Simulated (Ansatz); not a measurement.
A basis-limit estimate, worked out

An elementary step of Si2H6S, singlet (Si₂H₆S ([SiH3][SiH2][SH]) → Si₂H₄ ([SiH][SiH3]) + H₂S (still joined by a long Si–S bond); bonds formed: S2–H3; bonds broken: Si1–H3; bonds weakened to dative contacts: Si1–S2). “Start” is the structure reached by relaxing down from the saddle towards the reactants; PBE0-D4/def2-TZVP structures. The saddle:

```xyz
9
angstrom
Si -1.0777 -0.5824 0.1252
S 1.1867 -1.6644 -0.0699
H -0.2307 -1.8894 -0.6286
H -1.0558 -0.6299 1.6297
Si -0.0926 1.4935 -0.3769
H 0.9168 -2.5808 0.8746
H 0.9125 1.9259 0.6327
H -1.1446 2.5428 -0.4877
H 0.5854 1.3847 -1.6991
```

Program: Ansatz 0.2.0. Basis: def2-TZVPP and def2-QZVPP. Cores are frozen in the correlated methods.

Energies in eV:

| quantity | saddle | start |
| --- | --- | --- |
| Hartree–Fock, triple zeta (X = 3) | -26635.05991 | -26638.44045 |
| Hartree–Fock, quadruple zeta (X = 4) | -26635.85057 | -26639.23916 |
| MP2 correlation, X = 3 | -12.45532 | -11.83489 |
| MP2 correlation, X = 4 | -13.39927 | -12.78365 |
| CCSD(T) correlation, X = 3 | -14.70439 | -14.02395 |

(1) Work out the barrier at the basis limit: extrapolate Hartree–Fock as E(X) = E∞ + A exp(−7.88 √X) and the MP2 correlation as E(X) = E∞ + B X^−2.97 (the exponents that Neese and Valeev fitted for def2-TZVPP and QZVPP), then add CCSD(T) − MP2 in triple zeta.

The T1 diagnostic stays at or below 0.017. The restricted Hartree–Fock reference is unstable towards an unrestricted one at one or more of these structures.

Results:

(1) Each step is linear, so take the differences first (saddle − start): Hartree–Fock 3.38054 (X = 3) and 3.38859 (X = 4); MP2 correlation -0.62043 and -0.61562; CCSD(T) correlation -0.68044.
Two points give E∞ = E(4) + w [E(4) − E(3)], with w = 1/(exp(7.88 (2 − √3)) − 1) = 0.1377 for Hartree–Fock and w = 1/((4/3)^2.97 − 1) = 0.7407 for the correlation.
Hartree–Fock: 3.38859 + 0.1377 × 0.00805 = 3.3897 eV.
MP2 correlation: -0.61562 + 0.7407 × 0.00481 = -0.6121 eV.
CCSD(T) − MP2: -0.68044 − (-0.62043) = -0.0600 eV.
Sum: 3.3897 + (-0.6121) + (-0.0600) = 2.7176 eV, or 62.67 kcal/mol. Plain CCSD(T) in triple zeta gives 2.7001 eV, so the larger basis shifts the result by 0.0175 eV.

Losses and insertions of silylenes and their heavier kin drive the gas-phase chemistry of silicon and germanium vapour deposition.

Labels in which every atom is bracketed show which atoms are joined, not bond orders.

For scale, one of the runs: CCSD(T)/def2-TZVPP, 210 basis functions, launched by `ansatz run in.yaml --threads 2 --pin off --events-out ev --progress --plain --max-ram 4352MiB`. Time: 43 s of wall clock on 2 CPU threads of an Arm Neoverse V2; the host was shared. Peak host memory: 2.5 GiB.
